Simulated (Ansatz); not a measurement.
**C₆H₁₂: ionisation energy by level of theory**

An exercise on one series of results from a longer session: the logs are not shown, and one member is left open.

The runs use Ansatz 0.2.0, Gaussian basis; unrestricted cation, the program's frozen cores in correlated methods.

Levels to be run: UKS PBE-D4/def2-TZVPP; UKS r2SCAN-D4/def2-TZVPP; UKS PBE0-D4/def2-TZVPP; UKS B3LYP-D4/def2-TZVPP; UKS wB97X-V/def2-TZVPP; UKS wB97M-V/def2-TZVPP; UKS B2PLYP/def2-TZVPP; UHF-CCSD(T)/def2-TZVPP; UHF-MP2/def2-QZVPP; extrapolation to the limit; then −ε(HOMO) from the neutral's earlier runs with LDA (SPW92), PBE-D4, revPBE-D4, BLYP-D4, r2SCAN-D4, B97M-V, PBE0-D4, B3LYP-D4, r2SCANh-D4, r2SCAN0-D4, HSE06-D4, BHLYP-D4, CAM-B3LYP-D4, LC-ωPBE, ωB97X-V, ωB97M-V.

### The geometry

The geometry comes from an earlier relaxation with PBE0-D4 in a triple-zeta def2 set; it is a stationary point, not always the lowest conformer.

18 atoms, charge 0, spin multiplicity 1.

Atoms are counted from 1 here; the program's logs count them from 0.

Bond lengths: C1–C2 1.490 Å, C1–H7 1.095 Å, C1–H8 1.095 Å, C1–H9 1.092 Å, C2–C3 1.327 Å, C2–H10 1.090 Å, C3–C4 1.492 Å, C3–H11 1.091 Å, C4–C5 1.529 Å, C4–H12 1.097 Å, C4–H13 1.096 Å, C5–C6 1.518 Å, C5–H14 1.096 Å, C5–H15 1.095 Å, C6–H16 1.092 Å, C6–H17 1.094 Å, C6–H18 1.092 Å. Angles: C2–C1–H7 111.2°, C2–C1–H8 111.2°, C2–C1–H9 111.4°, H7–C1–H8 106.5°, H7–C1–H9 108.1°, H8–C1–H9 108.1°, C1–C2–C3 125.2°, C1–C2–H10 116.5°, C3–C2–H10 118.3°, C2–C3–C4 125.4°, C2–C3–H11 118.5°, C4–C3–H11 116.0°, C3–C4–C5 113.1°, C3–C4–H12 109.2°, C3–C4–H13 109.5°, C5–C4–H12 108.6°, C5–C4–H13 109.6°, H12–C4–H13 106.7° and more.

As a file:

```
C     0.4097    0.1131    2.8592
C    -0.0822   -0.4370    1.5649
C     0.6208   -0.4931    0.4404
C     0.1313   -1.0377   -0.8598
C     0.1169    0.0034   -1.9801
C    -0.8651    1.1346   -1.7320
H    -0.2206    0.9394    3.2037
H     0.3864   -0.6464    3.6475
H     1.4342    0.4804    2.7722
H    -1.1012   -0.8234    1.5575
H     1.6398   -0.1030    0.4430
H     0.7743   -1.8717   -1.1667
H    -0.8756   -1.4493   -0.7281
H     1.1271    0.4108   -2.1024
H    -0.1258   -0.4968   -2.9233
H    -0.6337    1.6619   -0.8037
H    -1.8869    0.7532   -1.6453
H    -0.8493    1.8618   -2.5470
```

The first run:

The input, in.yaml:

```yaml
crystal:
  periodic: [false, false, false]
  atoms:
    - {symbol: C, position_ang: [0.409655, 0.113088, 2.859242]}
    - {symbol: C, position_ang: [-0.082225, -0.437044, 1.564897]}
    - {symbol: C, position_ang: [0.620794, -0.493138, 0.440401]}
    - {symbol: C, position_ang: [0.131343, -1.037722, -0.859813]}
    - {symbol: C, position_ang: [0.116856, 0.003355, -1.980139]}
    - {symbol: C, position_ang: [-0.865139, 1.134551, -1.732038]}
    - {symbol: H, position_ang: [-0.220641, 0.939367, 3.203725]}
    - {symbol: H, position_ang: [0.386390, -0.646423, 3.647522]}
    - {symbol: H, position_ang: [1.434249, 0.480443, 2.772183]}
    - {symbol: H, position_ang: [-1.101223, -0.823353, 1.557503]}
    - {symbol: H, position_ang: [1.639791, -0.103017, 0.442963]}
    - {symbol: H, position_ang: [0.774281, -1.871712, -1.166730]}
    - {symbol: H, position_ang: [-0.875566, -1.449296, -0.728111]}
    - {symbol: H, position_ang: [1.127116, 0.410798, -2.102356]}
    - {symbol: H, position_ang: [-0.125786, -0.496773, -2.923329]}
    - {symbol: H, position_ang: [-0.633691, 1.661861, -0.803670]}
    - {symbol: H, position_ang: [-1.886910, 0.753188, -1.645294]}
    - {symbol: H, position_ang: [-0.849305, 1.861826, -2.546957]}
basis:
  gaussian: {orbitals: def2-TZVPP}
total_charge: 1
magnetization: {spin_polarized: true, initial_magnetization: 1}
hamiltonian: {xc: pbe, dispersion: d4}
```

Started as:

```console
ansatz run in.yaml --threads 2 --pin off --events-out ev --progress --plain --max-ram 32768MiB --backend cuda --devices 0, --max-vram 18GiB
```

Among the steps run: Cation, UKS PBE-D4/def2-TZVPP; Cation, UKS r2SCAN-D4/def2-TZVPP; Cation, UKS PBE0-D4/def2-TZVPP; Cation, UKS B3LYP-D4/def2-TZVPP; Cation, UKS wB97X-V/def2-TZVPP; Cation, UKS wB97M-V/def2-TZVPP; Cation, UKS B2PLYP (frozen core)/def2-TZVPP; Cation, UHF-CCSD(T)/def2-TZVPP; Cation, UHF-MP2/def2-QZVPP.

One table of the session follows, with a row left open; its other results are not shown here.

It belongs to the step «Ionisation energies side by side». For comparison, −ε(HOMO) of the neutral from earlier runs:

```
  functional  −ε(HOMO) (eV)
 LDA (SPW92)           5.96
      PBE-D4           5.80
   revPBE-D4           5.74
     BLYP-D4              ?
   r2SCAN-D4           5.97
      B97M-V           6.02
     PBE0-D4           6.90
    B3LYP-D4           6.69
  r2SCANh-D4           6.39
  r2SCAN0-D4           7.02
    HSE06-D4           6.50
    BHLYP-D4           7.87
CAM-B3LYP-D4           8.22
     LC-ωPBE           9.59
     ωB97X-V           9.22
     ωB97M-V           9.13
```

**Question.** Estimate the row for BLYP-D4.

Worked estimate for «−ε(HOMO) (eV)». Against the share of exact exchange, B3LYP-D4 (0.2, 6.69), BHLYP-D4 (0.5, 7.87) give a slope of 3.93 per unit share; at 0 the line stands at 5.90.

The run gave: −ε(HOMO) (eV): 5.65. In «−ε(HOMO) (eV)» the line misses by +0.25.
